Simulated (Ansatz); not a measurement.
Total energies of BH2F from Ansatz at CCSD(T)/def2-TZVPD, gas phase (1 Eh = 27.2114 eV = 2625.5 kJ/mol). The reference geometry is relaxed at PBE-D4/def2-TZVP.

```xyz
4

B     0.043    0.028    0.009
H     1.109   -0.523   -0.097
H    -0.102    1.184    0.316
F    -1.050   -0.689   -0.229
```

```json
{"state": "charge 0 singlet", "geometry": "reference", "energy (Eh)": "-125.75752"}
{"state": "charge -1 doublet", "geometry": "reference", "energy (Eh)": "-125.71939"}
{"state": "free B atom (doublet)", "geometry": "–", "energy (Eh)": "-24.59804"}
{"state": "free H atom (doublet)", "geometry": "–", "energy (Eh)": "-0.49981"}
{"state": "free F atom (doublet)", "geometry": "–", "energy (Eh)": "-99.62721"}
```

Correlated methods freeze 2 core orbitals.

Task: Work out the vertical electron affinity, to the doublet.

Result: E(charge 0 singlet) − E(charge -1 doublet) = -125.75752 − (-125.71939) = -0.03813 Eh = -1.04 eV; negative, so the extra electron isn't bound.

Task: What is the binding energy per atom against free atoms?

Result: Atoms: 1 × (-24.59804) + 2 × (-0.49981) + 1 × (-99.62721) = -125.22487 Eh. Binding: -125.22487 − (-125.75752) = 0.53265 Eh = 14.49 eV, or 3.62 eV for each of 4 atoms (no zero-point energy, no counterpoise term).

At CCSD(T)/def2-TZVPD the highest occupied level of the charge -1 doublet lies above zero (up to 1.06 eV). By energy differences it is unbound by 1.04 eV (vertical, to the charge 0 singlet, at CCSD(T)/def2-TZVPD) and held by the finite basis.
